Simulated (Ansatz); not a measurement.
Run this with the Python package of Ansatz (0.2.0) and show what comes out.

Input file `ch2n.xyz`:
```text
4

C    -0.04850    0.00720   -0.00060
N     1.21810   -0.17990    0.01530
H    -0.72200   -0.84270   -0.00940
H    -0.44760    1.01540   -0.00530
```

`ch2n.py`:
```python
import warnings

import ansatz as az
import numpy as np

BASIS_SET = "def2-SVP"
XC = "PBE0"
DISPERSION = "d3bj"

warnings.simplefilter("ignore", az.DeckWarning)

mol = az.Crystal.molecule_from_extxyz("ch2n.xyz")

base = (
    mol.calculation()
    .basis(gaussian=BASIS_SET)
    .functional(XC, dispersion=DISPERSION)
    .spin("collinear", total=1)
)
symbols = [site.symbol for site in mol.cartesian_sites]
pairs = [(0, 1), (0, 2), (0, 3)]
print("held (A)   E (eV)        ", "  ".join(f"{symbols[i]}{i}-{symbols[j]}{j}" for i, j in pairs))
for length in [1.0, 1.08, 1.17, 1.3, 1.46]:
    rep = base.relax(constraints=[az.DistanceConstraint((0, 3), at=length)], force_tolerance=0.02, max_steps=60).run(threads=1, backend="cpu").report
    xyz = np.array(rep["positions_ang"])
    print(f"{length:6.2f} {rep['free_energy_ev']:14.5f}  ", "  ".join(f"{np.linalg.norm(xyz[i] - xyz[j]):.3f}" for i, j in pairs))
```

Running `python ch2n.py` prints:
```text
held (A)   E (eV)         C0-N1  C0-H2  C0-H3
  1.00    -2552.08780   1.246  1.109  1.000
  1.08    -2552.30701   1.243  1.109  1.080
  1.17    -2552.26878   1.240  1.108  1.170
  1.30    -2551.92793   1.233  1.106  1.300
  1.46    -2551.35438   1.219  1.102  1.460
```

What to keep in mind:
- Total energies depend on the basis set; only differences at equal settings carry meaning.
- The energies are electronic: no zero-point or thermal terms, and the basis set is short of its limit.
- The species is open-shell (spin multiplicity 2).
- The script silences the warnings on its input, which a real study should read.
- Hardware and time: 29 s on 1 thread of Arm Neoverse V1 (shared host), peak memory 0.18 GiB.

(Lines on the test bed's own set-up are left out of the output.)
